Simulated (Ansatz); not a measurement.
Ansatz (a quantum-chemistry and plane-wave program) input (CCSD(T)/def2-SVP):

Ansatz 0.2 input:
```yaml
crystal:
  periodic: [false, false, false]
  atoms:
    - {symbol: O, position_ang: [-0.00000000, -0.00000000, -0.99326010]}
    - {symbol: S, position_ang: [0.00000000, 0.00000000, 0.49663005]}
basis:
  gaussian:
    orbitals: def2-SVP
magnetization: {spin_polarized: true, initial_magnetization: 2}
correlation: {method: ccsd_t, electrons: outside_noble_gas}
```

End of the output:

```
mean field -12847.96535910 eV, -472.1540182833 hartree, gradient 2.1e-6 eV, S^2 2.036057; 5 other end points of the search recorded, 0 dependent functions left out
determinant -12847.96535910 eV, -472.1540182833 hartree, with singles and doubles -12856.22902588 eV, -472.4577024362 hartree
determinant -12844.47623144 eV, -472.0257952068 hartree, with singles and doubles -12851.44998906 eV, -472.2820760722 hartree
6 core orbitals not correlated
reference -12847.96535910 eV, -472.1540182833 hartree; 7, 5 occupied and 19, 21 virtual orbitals, 288 factors
second order -7.94597392 eV of doubles, -0.00000000 eV of singles
coupled cluster: 0.06 GiB planned
cycle   1  -8.26359069 eV  change    7.6e-5 eV  update   4.1e-4
cycle   2  -8.26368855 eV  change   -9.8e-5 eV  update   2.5e-4
cycle   3  -8.26358505 eV  change    1.0e-4 eV  update   6.2e-5
cycle   4  -8.26364961 eV  change   -6.5e-5 eV  update   1.8e-5
cycle   5  -8.26367427 eV  change   -2.5e-5 eV  update   3.9e-6
cycle   6  -8.26367432 eV  change   -5.2e-8 eV  update   1.5e-6
perturbative correction -0.26234275 eV, -0.0096409184 hartree
Total energy: -12856.49137618 eV, -472.4673436317 hartree
```
